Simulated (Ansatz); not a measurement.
# H₂Cl (doublet): from Hartree-Fock to the top rungs at distance H1–H2 along a hydrogen transfer = 0.790 Å, 6-31G

How much of the correlation energy of H₂Cl (doublet) does each wave-function method recover here?

Method: 6-31G, core rule «outside noble gas», up to 5 orbitals frozen; program: Ansatz 0.2.0, Gaussian basis.

The runs, in order: UHF; CCSD(T) on ROHF; CCSD(T) on UHF; BCCD(T) on ROHF; CISD; CCSDT(Q) on ROHF; CCSDT(Q) on UHF; CISDTQ; CCSDTQ on ROHF; CCSDTQ on UHF; CASSCF and MRCISD+Q, 3 electrons in 3 orbitals; CASSCF and NEVPT2, 3 electrons in 3 orbitals; CASSCF and MRCISD+Q, 9 electrons in 6 orbitals; CASSCF and NEVPT2, 9 electrons in 6 orbitals; Full CI.

7 further runs of the same task are left out: 6 that didn't finish, 1 set aside as unsound or not needed.

### 1 The system

The geometry derives from fragments relaxed apart (PBE0/def2-TZVP) and kept rigid, so it is no stationary point. A hydrogen atom is moved between rigid fragments.

3 atoms, charge 0, spin multiplicity 2.

Atoms are counted from 1 here; the program's logs count them from 0.

Bond lengths: H1–H2 0.790 Å, H2–Cl3 1.621 Å. Angles: H1–H2–Cl3 180.0°.

### 2 UHF

The input, in.yaml:

```yaml
crystal:
  periodic: [false, false, false]
  atoms:
    - {symbol: H, position_ang: [0.000000, 0.000000, -1.067000]}
    - {symbol: H, position_ang: [0.000000, 0.000000, -0.277000]}
    - {symbol: Cl, position_ang: [0.000000, 0.000000, 1.344000]}
basis:
  gaussian: {orbitals: 6-31G}
magnetization: {spin_polarized: true, initial_magnetization: 1}
hamiltonian: {xc: hf}
output: {orbitals: {seedname: orbitals}}
```

Started as:

```
> ansatz run in.yaml --threads 1 --pin off --events-out ev --progress --plain --max-ram 2393MiB
```

Further steps of the session: CCSD(T) on ROHF; CCSD(T) on UHF; BCCD(T) on ROHF; CISD; CCSDT(Q) on ROHF; CCSDT(Q) on UHF; CISDTQ; CCSDTQ on ROHF; CCSDTQ on UHF; CASSCF and MRCISD+Q, 3 electrons in 3 orbitals; CASSCF and NEVPT2, 3 electrons in 3 orbitals; CASSCF and MRCISD+Q, 9 electrons in 6 orbitals; CASSCF and NEVPT2, 9 electrons in 6 orbitals; Full CI.

Q: Predict the results of all the runs planned. Wanted: FCI below the RHF energy; RMP2 from FCI; UMP2 from FCI; RCCSD from FCI; RCCSD(T) from FCI; UCCSD(T) from FCI; RCCSDT(Q) from FCI; UCCSDT(Q) from FCI; NEVPT2 pair from FCI.

The runs gave:

```
                         quantity                                                                                                                                       value
         FCI below the RHF energy                                                                                                                                  -1.8207 eV
                    RMP2 from FCI                                                                                                                              +9.67 kcal/mol
                    UMP2 from FCI                                                                                                                              +9.04 kcal/mol
                   RCCSD from FCI                                                                                                                              +0.41 kcal/mol
                RCCSD(T) from FCI                                                                                                                              +0.08 kcal/mol
                UCCSD(T) from FCI                                                                                                                              +0.08 kcal/mol
               RCCSDT(Q) from FCI                                                                                                                               0.00 kcal/mol
               UCCSDT(Q) from FCI                                                                                                                               0.00 kcal/mol
             NEVPT2 pair from FCI                                                                                                                              +5.26 kcal/mol
           MRCISD+Q pair from FCI                                                                                                                              +0.50 kcal/mol
          NEVPT2 valence from FCI                                                                                                                              +7.85 kcal/mol
levels within 1 kcal/mol (43 meV)  RCCSD, UCCSD, RCCSD(T), UCCSD(T), BCCD(T), RCCSDT, UCCSDT, CISDTQ, RCCSDT(Q), UCCSDT(Q), RCCSDTQ, UCCSDTQ, MRCISD+Q pair, MRCISD+Q valence
                    T1 diagnostic                                                                                                                                       0.023
   effectively unpaired electrons                                                                                                                                        1.01
```

What this shows: RCCSD(T) lands +0.08 kcal/mol from the yardstick (0.2 % of the correlation energy). One determinant dominates. Of the multireference levels listed MRCISD+Q valence comes nearest in total energy (+0.46 kcal/mol), which doesn't show that its space is the better one. These misses are within one basis, not against nature; the frozen cores of restricted and unrestricted runs differ, which can shift their rows.
